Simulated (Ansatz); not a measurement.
Basis-set series for C5H5−, SMILES `c1cc[cH-]c1`. Charge -1, multiplicity 1. The geometry is a stationary point of PBE0-D4/def2-TZVPD.

```
functional        basis  functions  energy (Eh)  HOMO (eV)  LUMO (eV)
   PBE0-D4  def2-TZVPPD        270   -193.36748       0.00       4.39
   PBE0-D4  def2-QZVPPD        480   -193.37823      -0.05       4.14
   ωB97M-V  def2-TZVPPD        270   -193.51089      -2.12       5.01
   ωB97M-V  def2-QZVPPD        480   -193.52099      -2.15       4.66
```

Task: Give the rows for def2-SVPD. (Estimate.)

Result: Ansatz gave: 
```tsv
functional	basis	functions	energy (Eh)	HOMO (eV)	LUMO (eV)
PBE0-D4	def2-SVPD	140	-193.16717	0.06	5.63
ωB97M-V	def2-SVPD	140	-193.30202	-2.08	6.58
```

Positive LUMOs are unbound and depend on the basis. A positive HOMO means that the functional doesn't bind the extra electron.
